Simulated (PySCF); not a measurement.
**NEVPT2(8,7)/6-31G run of H3O+ (SMILES [OH3+])**

What is the vertical ionisation energy of H3O+ at NEVPT2(8,7)/6-31G? The job is set up through a Python script.

The results are computed with PySCF 2.14.0.

5 further runs of the same task are left out: 5 set aside as unsound or not needed.

**1. The system as given**

H3O+: 4 atoms, total charge +1, spin state singlet. As SMILES, `[OH3+]`. The coordinates come from a PBE0-D4/def2-TZVP relaxation.

Bond lengths: O1–H2 0.978 Å, O1–H3 0.978 Å, O1–H4 0.978 Å. Angles: H2–O1–H3 113.0°, H2–O1–H4 113.0°, H3–O1–H4 113.0°.

**2. The energy at NEVPT2(8,7)/6-31G**

The input, run.py:

```python
# [OH3+]
import numpy
from pyscf import gto, scf, mp, mcscf, mrpt

mol = gto.Mole()
mol.atom = '''
O    0.181970  -0.056700  -0.052760
H    0.219060   0.918440   0.015140
H   -0.408890  -0.368290  -0.767380
H    0.007860  -0.493450   0.805020
'''
mol.charge = 1
mol.verbose = 3
mol.basis = '6-31g'
mol.max_memory = 1860
mol.spin = 0
mol.build()

calc0 = mol.RHF()
calc0.conv_tol = 1e-10
calc0.kernel()
if not calc0.converged:
    calc0 = calc0.newton().run(calc0.mo_coeff, calc0.mo_occ)

pt = mp.MP2(scf.addons.convert_to_uhf(calc0)).run()
noons, natorbs = mcscf.addons.make_natural_orbitals(pt)
print('natural occupations', numpy.round(noons[:40], 4))
cas = mcscf.CASSCF(calc0, 7, 8)
cas.fix_spin_(ss=0.0)
cas.natorb = True
cas.kernel(natorbs)
e_pt2 = mrpt.NEVPT(cas).kernel()
e_final = cas.e_tot + e_pt2
print('E(%s) = %.9f' % ('NEVPT2', e_final))
```

Started as:

```sh
OMP_NUM_THREADS=1 python run.py
```

Log:

```text
converged SCF energy = -76.2685169407595
E(UMP2) = -76.3987893073797  E_corr = -0.130272366620227
E(SCS-UMP2) = -76.399214945945  E_corr = -0.130698005185494
natural occupations [2.0000e+00 1.9895e+00 1.9819e+00 1.9777e+00 1.9777e+00 1.9500e-02
 1.9500e-02 1.7200e-02 1.1500e-02 1.9000e-03 1.9000e-03 1.3000e-03
 2.0000e-04 2.0000e-04 1.0000e-04]
CASSCF energy = -76.3558530933554
CASCI E = -76.3558530933554  E(CI) = -28.3196619510865  S^2 = 0.0000000
Sr    (-1)',   E = -0.02873545531863
Si    (+1)',   E = -0.00006350211462
Sijrs (0)  ,   E = -0.00007533989518
Sijr  (+1) ,   E = -0.00006998053128
Srsi  (-1) ,   E = -0.00008389428864
Srs   (-2) ,   E = -0.01165891924357
Sij   (+2) ,   E = -0.00013861225160
Sir   (0)' ,   E = -0.00051362811848
Nevpt2 Energy = -0.041339331762003
E(NEVPT2) = -76.397192425
```

Run time: 0.96 s. Hardware: 1 thread of Intel Xeon 6975P-C (Granite Rapids), shared host; peak memory 0.12 GiB.

**3. Doublet [H3O]2+ at the same level**

The input, run.py:

```python
import numpy
from pyscf import gto, scf, mp, mcscf, mrpt

system = gto.M(
    atom=[
    ('O', (0.181970, -0.056700, -0.052760)),
    ('H', (0.219060, 0.918440, 0.015140)),
    ('H', (-0.408890, -0.368290, -0.767380)),
    ('H', (0.007860, -0.493450, 0.805020)),
],
    max_memory=1860,
    basis='6-31g',
    verbose=3,
    charge=2,
    spin=1,
)

myscf = scf.ROHF(system)
myscf.conv_tol = 1e-10
myscf.kernel()
if not myscf.converged:
    myscf = myscf.newton().run(myscf.mo_coeff, myscf.mo_occ)

pt = mp.MP2(scf.addons.convert_to_uhf(myscf)).run()
noons, natorbs = mcscf.addons.make_natural_orbitals(pt)
print('natural occupations', numpy.round(noons[:40], 4))
cas = mcscf.CASSCF(myscf, 7, 7)
cas.fix_spin_(ss=0.75)
cas.natorb = True
cas.kernel(natorbs)
e_pt2 = mrpt.NEVPT(cas).kernel()
e_tot = cas.e_tot + e_pt2
print('E(%s) = %.9f' % ('NEVPT2', e_tot))
```

Started as:

```sh
OMP_NUM_THREADS=1 python run.py
```

Log:

```text
converged SCF energy = -75.4174282318428
E(UMP2) = -75.5091441239385  E_corr = -0.0917158920956477
E(SCS-UMP2) = -75.5107613369313  E_corr = -0.0933331050884433
natural occupations [2.0000e+00 1.9908e+00 1.9831e+00 1.9831e+00 9.9560e-01 1.4800e-02
 1.4800e-02 9.6000e-03 4.6000e-03 1.4000e-03 1.4000e-03 9.0000e-04
 1.0000e-04 1.0000e-04 0.0000e+00]
CASSCF energy = -75.4961899585280
CASCI E = -75.4961899585280  E(CI) = -27.1040495444599  S^2 = 0.7500000
Sr    (-1)',   E = -0.01758586516105
Si    (+1)',   E = -0.00031665515209
Sijrs (0)  ,   E = -0.00003848276699
Sijr  (+1) ,   E = -0.00009814414270
Srsi  (-1) ,   E = -0.00004398802669
Srs   (-2) ,   E = -0.00430244583938
Sij   (+2) ,   E = -0.00014272057707
Sir   (0)' ,   E = -0.00030460065351
Nevpt2 Energy = -0.022832902319495
E(NEVPT2) = -75.519022861
```

Wall time 0.76 s (1 thread of Intel Xeon 6975P-C (Granite Rapids), shared host); peak memory 0.12 GiB.

**4. Outcome**

Level: NEVPT2(8,7)/6-31G.

| quantity | value |
| --- | --- |
| singlet H3O+: total energy | -76.39719 Eh |
| singlet H3O+: HOMO energy (Hartree–Fock orbitals) | -25.81 eV |
| singlet H3O+: LUMO energy (Hartree–Fock orbitals) | -3.23 eV |
| singlet H3O+: HOMO–LUMO gap (Hartree–Fock orbitals) | 22.58 eV |
| doublet [H3O]2+: total energy | -75.51902 Eh |
| vertical ionisation energy (to the doublet dication) | 23.896 eV |

In words: The vertical ionisation energy comes to 23.90 eV (2306 kJ/mol). Mulliken charges (singlet H3O+) of the mean-field density run from -0.72 on O1 to +0.57 on H2; they depend strongly on the basis.
